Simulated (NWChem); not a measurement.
**Correlation energy of hydrogen chloride (HCl)**

SMILES: Cl
```xyz
2

Cl     0.0000     0.0000     0.0716
H      0.0000     0.0000    -1.2180
```
Charge 0, spin multiplicity 1.

All runs are NWChem calculations. All single points use one geometry, from B3LYP/def2-SVP, a minimum by its harmonic frequencies.

Basis set: cc-pVTZ. Each correlation energy counts from its own Hartree-Fock reference.

The correlated methods keep 5 core orbitals frozen. No row is a measurement; the coupled-cluster row has its own basis-set and correlation limits.

**Question.** One of these methods gave a correlation energy of -202.3 mHa. Which?
(A) CCSD(T)
(B) SCS-MP2
(C) CCSD

**Answer.** B, SCS-MP2. The others give -230.6 (CCSD(T)), -222.9 (CCSD).
